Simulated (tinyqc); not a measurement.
Orbital energy against energy difference: ionisation energy by orbital energies and by energy differences in the 6-31g* basis, for BH3, spin multiplicity 1. Computed by the program tinyqc with PySCF. The cation is unrestricted; errors are against CCSD(T) in this basis, not against experiment.

Geometry (angstrom):
```
atom        x        y       z
B      0.0000   0.0000  0.0090
H      1.1220   0.0000  0.0000
H     -0.5610   0.9720  0.0000
H     -0.5610  -0.9720  0.0000
```

CCSD(T) difference in the same basis = 13.1764 eV

IP-EOM-CCSD = 13.2179 eV

First vertical ionisation energy (eV):
```
method     -e(HOMO)  E(cation) - E  error of -e(HOMO)  error of the difference
HF           13.835       12.76565              0.658                   -0.411
LDA           8.430       13.25686             -4.746                    0.080
B3LYP         9.762       13.40805             -3.414                    0.232
PBE0         10.006       13.34057             -3.170                    0.164
CAM-B3LYP    11.504       13.45308             -1.672                    0.277
LC-wPBE      13.025       13.52999             -0.151                    0.354
```

Estimate the missing row, method = PBE.

Computed row:
```
method  -e(HOMO)  E(cation) - E  error of -e(HOMO)  error of the difference
PBE        8.446       13.15745             -4.730                   -0.019
```

Koopmans errs by +0.66 eV and Delta-HF by -0.41 eV: relaxation, 1.07 eV, lowers the value and the missing correlation difference works against it. The PBE level is off by -4.7 eV through the wrong tail of its potential, though its energy difference is off by -0.02 eV; exact exchange deepens the level, and among the orbital energies LC-wPBE comes closest; among the differences PBE does.
